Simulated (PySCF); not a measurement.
# Shieldings and the share of exact exchange

Molecule: SMILES C[C@H](F)CCF, C₄H₈F₂.

Cartesian coordinates in Å; atom numbers follow the order of the lines, from 1:
```xyz
14

C    -1.4602    0.1974   -0.8558
C    -0.7370   -0.0573    0.4439
F    -1.1833    0.8601    1.3848
C     0.7705    0.0680    0.3459
C     1.4633   -0.1975    1.6613
F     1.2252   -1.4915    2.0659
H    -2.5470    0.1230   -0.7075
H    -1.1639   -0.5377   -1.6183
H    -1.2312    1.2063   -1.2317
H    -0.9861   -1.0592    0.8349
H     1.0271    1.0855    0.0046
H     1.1440   -0.6366   -0.4149
H     1.0791    0.4849    2.4370
H     2.5531   -0.0547    1.5703
```

GIAO shieldings (ppm, equivalent atoms averaged) in PySCF 2.14.0 with density-fitted response routines on the PBE0-D3(BJ)/def2-SVP geometry, basis pcSseg-1, gas phase, non-relativistic:

| functional | exact exchange (%) | σ(C2) | σ(C5) | σ(F3) | σ(F6) |
| --- | --- | --- | --- | --- | --- |
| BLYP | 0 | 86.3 | 91.6 | 369.4 | 407.2 |
| BP86 | 0 | 92.0 | 97.2 | 372.7 | 412.0 |
| PBE | 0 | 92.5 | 97.6 | 370.9 | 410.2 |
| B3LYP | 20 | 93.0 | 98.1 | 383.0 | 420.1 |
| PBE0 | 25 | 100.2 | 105.1 | 387.1 | 425.0 |
| mPW1PW91 | 25 | 99.3 | 104.2 | 387.7 | 424.9 |
| HF | 100 | 115.2 | 119.3 | 421.4 | 452.7 |

**Question.** Fit each shielding as a line in the percentage of exact exchange.

**Answer.** σ(C2) = 90.8 + 0.25 x (rms 2.6 ppm); σ(C5) = 96.0 + 0.24 x (rms 2.6 ppm); σ(F3) = 372.4 + 0.50 x (rms 1.9 ppm); σ(F6) = 411.3 + 0.43 x (rms 2.3 ppm). The functionals also differ in their semilocal parts, which the line can't hold; Hartree–Fock has no correlation at all.

**Question.** What does the line predict for BHandHLYP (50 %), and what does the run give?

**Answer.** σ(C2): 103.3 predicted, 101.6 computed; σ(C5): 108.0 predicted, 106.4 computed; σ(F3): 397.4 predicted, 399.3 computed; σ(F6): 432.8 predicted, 434.8 computed ppm.
